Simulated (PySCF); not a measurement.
Species: benzoquinone, C6H4O2.
Bonds: O1–C2 (double), C2–C3, C3–C4 (double), C4–C5, C5–O6 (double), C5–C7, C7–C8 (double), C2–C8. Hydrogens: H9 on C3; H10 on C4; H11 on C7; H12 on C8.

The same species was optimised twice, with GFN2-xTB and with PBE0-D3(BJ)/def2-SVP (PySCF), and the same property calculations (PySCF, gas phase) were run on both structures.

```json
{"coordinate": "C7=C8 (Å)", "GFN2-xTB": "1.335", "PBE0-D3(BJ)/def2-SVP": "1.342", "change": "+0.007"}
{"coordinate": "C3=C4 (Å)", "GFN2-xTB": "1.335", "PBE0-D3(BJ)/def2-SVP": "1.342", "change": "+0.007"}
{"coordinate": "C5–C7 (Å)", "GFN2-xTB": "1.476", "PBE0-D3(BJ)/def2-SVP": "1.484", "change": "+0.008"}
{"coordinate": "C2–C3 (Å)", "GFN2-xTB": "1.477", "PBE0-D3(BJ)/def2-SVP": "1.483", "change": "+0.006"}
{"coordinate": "C2–C8 (Å)", "GFN2-xTB": "1.477", "PBE0-D3(BJ)/def2-SVP": "1.483", "change": "+0.006"}
{"coordinate": "C4–C5 (Å)", "GFN2-xTB": "1.477", "PBE0-D3(BJ)/def2-SVP": "1.483", "change": "+0.006"}
{"coordinate": "C5=O6 (Å)", "GFN2-xTB": "1.214", "PBE0-D3(BJ)/def2-SVP": "1.214", "change": "0.000"}
{"coordinate": "O1=C2 (Å)", "GFN2-xTB": "1.214", "PBE0-D3(BJ)/def2-SVP": "1.214", "change": "0.000"}
{"coordinate": "C4–C5–C7 (°)", "GFN2-xTB": "115.6", "PBE0-D3(BJ)/def2-SVP": "117.0", "change": "+1.4"}
{"coordinate": "C3–C2–C8 (°)", "GFN2-xTB": "115.6", "PBE0-D3(BJ)/def2-SVP": "117.0", "change": "+1.4"}
{"coordinate": "C4–C5–O6 (°)", "GFN2-xTB": "122.2", "PBE0-D3(BJ)/def2-SVP": "121.4", "change": "-0.8"}
{"coordinate": "O1–C2–C3 (°)", "GFN2-xTB": "122.2", "PBE0-D3(BJ)/def2-SVP": "121.4", "change": "-0.8"}
{"coordinate": "C5–C7–C8 (°)", "GFN2-xTB": "122.2", "PBE0-D3(BJ)/def2-SVP": "121.5", "change": "-0.7"}
{"coordinate": "C3–C4–C5 (°)", "GFN2-xTB": "122.2", "PBE0-D3(BJ)/def2-SVP": "121.5", "change": "-0.7"}
{"coordinate": "C2–C8–C7 (°)", "GFN2-xTB": "122.2", "PBE0-D3(BJ)/def2-SVP": "121.5", "change": "-0.7"}
{"coordinate": "C2–C3–C4 (°)", "GFN2-xTB": "122.2", "PBE0-D3(BJ)/def2-SVP": "121.5", "change": "-0.7"}
```

Rotational constants: A = 5385, B = 1651, C = 1264 MHz (GFN2-xTB) against A = 5261, B = 1659, C = 1261 MHz (PBE0-D3(BJ)/def2-SVP). Point groups within 0.08 Å: D2h and D2h.

On the GFN2-xTB structure: HOMO (eV) -8.02 [PBE0/pcSseg-1]; LUMO (eV) -3.76 [PBE0/pcSseg-1]; GIAO shielding of O1/O6 (mean) (ppm) -438.4 [PBE0/pcSseg-1]; GIAO shielding of C2/C5 (mean) (ppm) -6.9 [PBE0/pcSseg-1]; GIAO shielding of C3/C4/C7/C8 (mean) (ppm) 45.3 [PBE0/pcSseg-1].

**Question.** What do these properties become on the PBE0-D3(BJ)/def2-SVP structure?

**Answer.** 
```json
{"property": "HOMO (eV)", "level": "PBE0/pcSseg-1", "on GFN2-xTB": "-8.02", "on PBE0-D3(BJ)/def2-SVP": "-8.02", "change": "0.00"}
{"property": "LUMO (eV)", "level": "PBE0/pcSseg-1", "on GFN2-xTB": "-3.76", "on PBE0-D3(BJ)/def2-SVP": "-3.72", "change": "+0.04"}
{"property": "energy, GFN2-xTB geometry as zero (kcal/mol)", "level": "PBE0/pcSseg-1", "on GFN2-xTB": "0.0", "on PBE0-D3(BJ)/def2-SVP": "-0.3", "change": "-0.3"}
{"property": "GIAO shielding of O1/O6 (mean) (ppm)", "level": "PBE0/pcSseg-1", "on GFN2-xTB": "-438.4", "on PBE0-D3(BJ)/def2-SVP": "-436.1", "change": "+2.3"}
{"property": "GIAO shielding of C2/C5 (mean) (ppm)", "level": "PBE0/pcSseg-1", "on GFN2-xTB": "-6.9", "on PBE0-D3(BJ)/def2-SVP": "-7.2", "change": "-0.3"}
{"property": "GIAO shielding of C3/C4/C7/C8 (mean) (ppm)", "level": "PBE0/pcSseg-1", "on GFN2-xTB": "45.3", "on PBE0-D3(BJ)/def2-SVP": "42.6", "change": "-2.7"}
```

The heavy atoms differ by 0.013 Å rms after alignment. Among bonds between heavy atoms C3=C4, C5–C7 and C7=C8 change most and about equally (+0.007 to +0.008 Å). Changes are differences of the printed values. Neither structure is proved a minimum here.
